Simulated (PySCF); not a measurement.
Molecule: cyclobutane (SMILES C1CCC1).

Mapped SMILES: `[CH2:1]1[CH2:2][CH2:3][CH2:4]1`; H(Xn) means a hydrogen on atom n.

Spin–spin couplings on one PBE0-D3(BJ)/def2-SVP geometry, PySCF 2.14.0 with density-fitted response routines, gas phase, non-relativistic, equivalent pairs averaged (without the spin–dipole term); isotopes $^{13}$C, $^{1}$H; basis pcJ-1.

Reference values (Hz): $^{1}J$(C1,H(C1)) = 133.6 (measured; liquid or solution (compiled); Cremer, Kraka, Wu, Luettke, ChemPhysChem 2004, 5, 349); $^{1}J$(C1,C2) = 28.3 (measured; liquid or solution (compiled); Cremer, Kraka, Wu, Luettke, ChemPhysChem 2004, 5, 349).

**Question.** How do the couplings (Hz) change with the functional? Times are CPU seconds on 1 thread of an Arm Neoverse V1, shared host.

**Answer.** 
```tsv
functional	functions	$^{1}J$(C1,H(C1))	$^{1}J$(C1,C2)	mean abs. error	core-s
HF	188	169.1	62.3	34.8	11
LDA	188	107.5	14.0	20.2	12
PBE	188	128.1	23.3	5.2	15
KT2	188	134.5	15.6	6.8	15
B3LYP	188	140.2	29.5	3.9	11
PBE0	188	132.5	28.6	0.7	15
B97-2	188	126.6	28.2	3.6	15
BHandHLYP	188	150.4	39.0	13.7	15
CAM-B3LYP	188	137.5	29.5	2.6	22
```

Errors compare magnitudes, without vibrational corrections, and the largest couplings weigh most in the mean. Closest: PBE0; furthest: HF.
